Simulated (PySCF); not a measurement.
Gas-phase reaction: 2 SiF(OH)3 + SiCl2F2 + F2 → 3 SiF2(OH)2 + Cl2

Energies from PySCF (xtb for GFN2), thermal terms from the rigid-rotor harmonic-oscillator model, ideal gas at 1 bar. † marks an energy on the PBE0/def2-TZVP geometry and frequencies; other levels use their own. MP2 and CCSD(T) freeze the core. 6-31G* has spherical d functions here. All species are closed-shell singlets. No R ln 2 is added for the mirror-image form of SiF(OH)3, SiF2(OH)2. SiF(OH)3, SiF2(OH)2: computed as isolated molecules; such fragments, hydroxides, amides, oligomers or adducts are transient or little studied in the gas. MP2 isn't extrapolated to the basis-set limit; its ΔH°(298 K) is -444.3 kJ in def2-SVP and -495.5 kJ in def2-TZVPP. CCSD(T) isn't extrapolated to the basis-set limit; its ΔH°(298 K) is -427.2 kJ in def2-SVP and -479.1 kJ in def2-TZVPP. The harmonic model lacks anharmonicity and excited electronic states, which grow with temperature; levels with a mode under 35 cm⁻¹ are left out. Internal rotation in SiF(OH)3, SiF2(OH)2 is treated as a harmonic vibration of one conformer, which makes the entropy rough. Warning, point group unlike the PBE0 one: SiF(OH)3 (PBE/def2-SVP).

| level | ΔE electronic, kJ | ΔH°(298 K), kJ | ΔS°(298 K), J/K | ΔG°(1800 K), kJ |
|---|---|---|---|---|
| CCSD(T)/def2-SVP† | -429 | -427 | 19 | -457 |
| CCSD(T)/def2-TZVPP† | -481 | -479 | 19 | -509 |
| GFN2-xTB | -461 | -458 | 39 | -524 |
| HF/6-31G* | -502 | -501 | 18 | -530 |
| MP2/def2-TZVPP† | -498 | -496 | 19 | -526 |
| PBE/def2-SVP | -403 | -401 | -3 | -392 |
| PBE/def2-TZVP† | -448 | -446 | 19 | -476 |
| PBE0/def2-QZVP† | -481 | -479 | 19 | -509 |
| PBE0/def2-TZVP | -472 | -470 | 19 | -500 |
| ωB97X-V/def2-TZVP† | -468 | -466 | 19 | -496 |
ΔH° is lowest at HF/6-31G* and highest at PBE/def2-SVP. No reference value is set beside these.
